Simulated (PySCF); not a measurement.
Compound: trimethylamine, C3H9N.
Numbering: `[CH3:1][N:2]([CH3:3])[CH3:4]` (hydrogens: H5, H6, H7 on C1; H8, H9, H10 on C3; H11, H12, H13 on C4)

The closed-shell SCF was solved with PySCF and density fitting under several settings on one GFN2-xTB geometry (grid level 2 and gas phase unless stated).

```tsv
settings	basis functions	SCF cycles	E (Eh)	HOMO (eV)	LUMO (eV)	dipole (D)
PBE0/pcSseg-1	113	12	-174.2327	-6.08	1.46	0.60
wB97X-D/def2-SVPD	152	12	-174.2982	-8.03	2.41	0.63
```

Q: Estimate the row for these settings: OPBE/pcseg-1, IEF-PCM chloroform.

A: 
```
                        settings  basis functions  SCF cycles     E (Eh)  HOMO (eV)  LUMO (eV)  dipole (D)
OPBE/pcseg-1, IEF-PCM chloroform              101          12  -174.3588      -4.74       1.04        0.74
```

Q: Over all rows, what range does the HOMO–LUMO gap span?

A: From 5.78 eV (OPBE/pcseg-1, IEF-PCM chloroform) to 10.44 eV (wB97X-D/def2-SVPD). The functional of the narrowest has no exact exchange, that of the widest range-separated exact exchange.

wB97X-D ran without the empirical dispersion term, which would shift the total energy alone. Cycle counts include a coarse-grid stage where the run had one. Geometry: GFN2-xTB; no vibrations or thermal averaging.
